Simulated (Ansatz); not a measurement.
**Gadolinium, hcp: convergence with the k-point mesh**

Computed with Ansatz, PBE, scalar-relativistic PAW, on the relaxed cell (a = 3.648 Å, c = 5.833 Å (c/a = 1.599); ferromagnetic, net 7.67 μB per atom). Errors count from a run at 420 eV on a Γ-centred 13×13×7 mesh with Fermi-Dirac smearing of 0.05 eV, extrapolated to zero width. Fixed here: cutoff 420 eV, Fermi-Dirac width 0.05 eV.

```csv
k-mesh,E(σ→0) error (meV/atom),P (GPa),sphere moment (μB),SCF iterations
2×2×1,-722.6,-9.22,7.07,20
3×3×2,3.0,-1.53,7.42,17
5×5×3,-9.5,0.28,7.36,13
6×6×4,0.0,-0.05,7.39,17
8×8×5,0.5,0.04,7.35,18
11×11×6,-0.3,0.01,7.37,13
14×14×8,0.0,0.01,7.37,22
```

Question: What does the run at 4×4×2 give (k-mesh)?

Answer: E(σ→0) error (meV/atom): 9.4; P (GPa): 0.20; sphere moment (μB): 7.46; SCF iterations: 16.

Within 5 meV/atom of the last row: from 6×6×4 on.
